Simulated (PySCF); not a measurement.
Molfile (atoms numbered from 1):
```
C3H9P
     RDKit          3D

 13 12  0  0  0  0  0  0  0  0999 V2000
   -0.4996    1.5176    0.3906 C   0  0  0  0  0  0  0  0  0  0  0  0
   -0.1545   -0.2029    0.9776 P   0  0  0  0  0  0  0  0  0  0  0  0
    1.5629   -0.4045    0.3192 C   0  0  0  0  0  0  0  0  0  0  0  0
   -1.0833   -1.1493   -0.3130 C   0  0  0  0  0  0  0  0  0  0  0  0
   -0.2742    1.6532   -0.6804 H   0  0  0  0  0  0  0  0  0  0  0  0
    0.1022    2.2321    0.9729 H   0  0  0  0  0  0  0  0  0  0  0  0
   -1.5596    1.7588    0.5634 H   0  0  0  0  0  0  0  0  0  0  0  0
    1.6397   -0.1464   -0.7503 H   0  0  0  0  0  0  0  0  0  0  0  0
    1.8887   -1.4469    0.4569 H   0  0  0  0  0  0  0  0  0  0  0  0
    2.2525    0.2364    0.8895 H   0  0  0  0  0  0  0  0  0  0  0  0
   -0.8233   -0.8344   -1.3377 H   0  0  0  0  0  0  0  0  0  0  0  0
   -0.8698   -2.2238   -0.2069 H   0  0  0  0  0  0  0  0  0  0  0  0
   -2.1648   -1.0095   -0.1626 H   0  0  0  0  0  0  0  0  0  0  0  0
  1  2  1  0
  2  3  1  0
  2  4  1  0
  1  5  1  0
  1  6  1  0
  1  7  1  0
  3  8  1  0
  3  9  1  0
  3 10  1  0
  4 11  1  0
  4 12  1  0
  4 13  1  0
M  END
```

Geometry: PBE0-D3(BJ)/def2-SVP; GIAO shifts from PySCF 2.14, gas phase, non-relativistic, averaged over equivalent atoms.

At PBE0/pcSseg-0 (58 basis functions, 3.9 s wall time on 1 thread of an Intel Xeon Platinum 8488C, shared host):
| atoms | δ (ppm) |
| --- | --- |
| C1/C3/C4 | 18.5 |
| P2 | -154.9 |
| H5/H6/H7/H8/H9/H10/H11/H12/H13 | 0.82 |

δ = σ(ref) − σ, references computed at the same level: $^{13}$C (193.52 ppm) and $^{1}$H (32.83 ppm) vs TMS; H3PO4 for $^{31}$P (281.41 ppm).

**Question.** Predict the values at PBE0/cc-pVTZ on the same geometry.

**Answer.** 
| atoms | δ at PBE0/cc-pVTZ | change |
| --- | --- | --- |
| C1/C3/C4 | 18.7 | +0.2 |
| P2 | -91.1 | +63.8 |
| H5/H6/H7/H8/H9/H10/H11/H12/H13 | 0.87 | +0.05 |

Scale: $^{13}$C (187.29 ppm), $^{1}$H (31.29 ppm) vs TMS; $^{31}$P (319.75 ppm) vs H3PO4 (reference shieldings calculated alike).

The largest change is at P2 (phosphorus bonded to 3 C). Cost: 250 basis functions, 29 s wall time on 1 thread of an Intel Xeon Platinum 8488C, shared host.

Experimental scales use liquid or dissolved standards, which lie at an offset from isolated H3PO4.
